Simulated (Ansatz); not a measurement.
Geometry optimisation, Ansatz, RKS r2SCANh-D4/6-31G.

Input file:

```yaml
crystal:
  periodic: [false, false, false]
  atoms:
    - { symbol: B, position_ang: [0.0, 0.0, 0.0] }
    - { symbol: H, position_ang: [0.0, 0.0, 1.19] }
    - { symbol: H, position_ang: [1.0305, 0.0, -0.595] }
    - { symbol: Cl, position_ang: [-1.6108, 0.0, -0.93] }
basis:
  gaussian: { orbitals: "6-31G" }
hamiltonian:
  xc: r2scanh
  dispersion: d4
relax:
  f_tol: 0.02
  max_steps: 40
```

Launched with:

```bash
$ ansatz run input.yaml --threads 1 --pin off --max-ram 2048MiB --backend cpu --events-out ev --progress --plain --runs-dir out
```

Where does it end, and by what steps?

The run converged. Limits of this set-up: no polarisation functions. After 4 steps the energy has fallen by 0.073 eV; Cl4 moved furthest, 0.08 Å.

```csv
step,energy less start (eV),largest force component (eV/Å),accepted
0,0.0000,1.220,yes
1,-0.0643,0.490,yes
2,-0.0727,0.118,yes
3,-0.0732,0.021,yes
4,-0.0732,0.000,yes
```

```xyz
4
Properties=species:S:1:pos:R:3
B 0.006 0.000 0.004
H -0.048 0.000 1.188
H 1.005 0.000 -0.635
Cl -1.544 0.000 -0.891
```

Whether the end is a true minimum wasn't checked by a vibrational analysis.

Run time: 6.5 s on 1 thread of Arm Neoverse V1, with other jobs on the host, peak memory 0.1 GiB.
